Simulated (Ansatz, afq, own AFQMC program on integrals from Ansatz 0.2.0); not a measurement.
**AlCCl⁺, quartet in cc-pVDZ, levels against CCSDT(Q)**

```yaml
atoms:
  - { symbol: Al, position_ang: [0.0000, 0.0000, 1.8452] }
  - { symbol: C, position_ang: [0.0000, 0.0000, -0.0999] }
  - { symbol: Cl, position_ang: [0.0000, 0.0000, -1.7453] }
```

Connectivity, by distances: Al–C–Cl.

Basis cc-pVDZ. Only valence electrons are correlated. Ansatz 0.2.0 and our own AFQMC program on the same integrals; the CISD trial comes from CCSD amplitudes, and released means the phaseless constraint is let go. Free projection: walkers drawn from exp(T), propagated without any constraint. Its projection time is finite, and what remains of the start isn't in its error. Error bars are statistical, one sigma.

Determinant: UHF, the one that the program's search chose, which needn't be the lowest solution. The geometry is a PBE0/def2-TZVP stationary point of this or a neighbouring charge and spin state.

No full CI on the walks' own integrals is used here; CCSDT(Q) serves as the reference and is uncertain by about the last step of the cluster series.

Cautions: lower spins were not checked.

The T1 diagnostic is 0.0384 and the weight of the determinant in the CISD state is 0.845. The ⟨S²⟩ of the determinant is 3.784. The size of the correlated space is 13 electrons in 39 orbitals.

Reference: CCSDT(Q), correlation energy -7.867 eV. The released energy is read at 2.40 1/Eh (meV from the phaseless value at times in 1/Eh: 7 ± 21 at 0.24, 15 ± 21 at 0.51, -3 ± 21 at 0.99, -36 ± 34 at 1.62, -4 ± 32 at 2.40).

```tsv
level	E − E(reference) (kJ/mol)	share of correlation (%)
HF	759.0	0.00
MP2	114.1	84.97
CCSD	34.6	95.44
CCSD(T)	7.1	99.07
CCSDT	2.8	99.63
ph-AFQMC/HF	-7.5 ± 6.1	100.99
ph-AFQMC/CISD	-0.2 ± 2.6	100.02
released AFQMC	-0.5 ± 3.0	100.07
free AFQMC	2.3 ± 2.0	99.70
```

Free projections are given only where their last times agree within the noise and don't stop above the reference; a slow remainder of the start can still hide under it. A walk keeps the symmetry of its determinant, which the program's search chose and which needn't be the lowest solution, so a lower state of the same spin and another symmetry isn't excluded. Released energies are given only where the last usable release times agree within the noise; a slower fall can still hide under it.
